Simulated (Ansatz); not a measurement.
Abridged output of a molecular run in Ansatz:

```
Functional definition: HF
631 factors; integrals over basis functions are off by at most 1.2e-3 eV
mean field evaluation 1: about -25708.9348 eV, gradient 1.5e1 eV
mean field evaluation 2: about -25708.9392 eV, gradient 1.5e1 eV
mean field evaluation 4: about -25710.0552 eV, gradient 1.4e0 eV
mean field evaluation 8: about -25710.0671 eV, gradient 3.5e-4 eV
mean field -25710.06713387 eV, -944.8275402605 hartree, gradient 2.2e-6 eV, S^2 0.000000; 0 other end points of the search recorded, 0 dependent functions left out
15 core orbitals not correlated: weight in the atoms' cores, before any rotation towards them, 1.000 or more for the frozen orbitals, at most 0.000 for the correlated occupied ones
reference -25710.06713387 eV, -944.8275402605 hartree; 8, 8 occupied and 46, 46 virtual orbitals, 631 factors
second order -6.89897590 eV of doubles, -0.00000000 eV of singles
cycle   1  -7.74822289 eV  change   -8.5e-1 eV  update   7.3e-2
cycle   2  -8.04902168 eV  change   -3.0e-1 eV  update   2.5e-2
cycle   3  -8.07476726 eV  change   -2.6e-2 eV  update   8.8e-3
cycle   4  -8.07135847 eV  change    3.4e-3 eV  update   3.1e-3
cycle   5  -8.07087435 eV  change    4.8e-4 eV  update   8.6e-4
cycle   6  -8.07083056 eV  change    4.4e-5 eV  update   3.0e-4
cycle   7  -8.07080982 eV  change    2.1e-5 eV  update   1.1e-4
cycle   8  -8.07082744 eV  change   -1.8e-5 eV  update   4.4e-5
cycle   9  -8.07083715 eV  change   -9.7e-6 eV  update   1.5e-5
perturbative correction -0.16229280 eV, -0.0059641506 hartree
Total energy: -25718.30026383 eV, -945.1301022057 hartree
```

Its atoms:

Cartesian coordinates in Å:
```
Al 0.245 -1.274 0.399
Al -0.290 1.207 -0.173
Cl 0.091 1.836 -2.154
H 0.027 -1.844 1.870
H 0.801 -2.269 -0.709
H -0.874 2.345 0.767
```

Problem. Which basis set was used?
A. def2-SVPD
B. def2-TZVPPD
C. def2-TZVPP
D. def2-SVP

Solution. D. It gives 69 functions.

Problem. Write the keys of the input that set method, charge and spin (a neutral closed shell needs none for the last two).

Solution. 
```yaml
correlation: {method: ccsd_t}
```
